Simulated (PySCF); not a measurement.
**How well do the runs reproduce experiment for C3H2O?**

**What was measured.**

From NIST CCCBDB Release 22 (SRD 101), experimental dipoles, for the gas: dipole moment 4.39 ± 0.06 D.

The results are set against them at the end.

Species: C3H2O.
SMILES with atom numbers: `[O:1]=[c:2]1[cH:3][cH:4]1` (hydrogens: H5 on C3; H6 on C4)

Structure used (PBE0/cc-pVDZ), in Å, numbered top down from 1:
```
atom  x, y, z in Å
O1     2.0365   -0.2608    0.0488
C2     0.8466   -0.0996    0.0067
C3    -0.4990   -0.5976   -0.0507
C4    -0.3188    0.7390   -0.0242
H5    -1.2536   -1.3862   -0.0906
H6    -0.8379    1.6999   -0.0286
```

Runs made with PySCF (gas phase, on this PBE0/cc-pVDZ geometry; no spin–orbit coupling):

```json
{"level": "PBE0/cc-pVDZ, grid level 1", "job": "geometry optimisation from a GFN2-xTB start", "basis functions": "66", "wall time": "2.3 s"}
```

Hardware: one thread, Arm Neoverse V2 (aarch64), shared host.

**Comparison with experiment**

**Dipole moment.** Measured: 4.39 D (NIST CCCBDB Release 22 (SRD 101), experimental dipoles).

| level | computed (D) | computed − measured (D) | % (from the printed values) |
| --- | --- | --- | --- |
| PBE0/cc-pVDZ | 3.88 | -0.51 | -12 |

The computed dipoles belong to one fixed geometry; measured ones are averaged over vibrations unless marked μe. Magnitudes are compared, not signs.

No measured geometry was used, and the causes of the misses weren't examined.
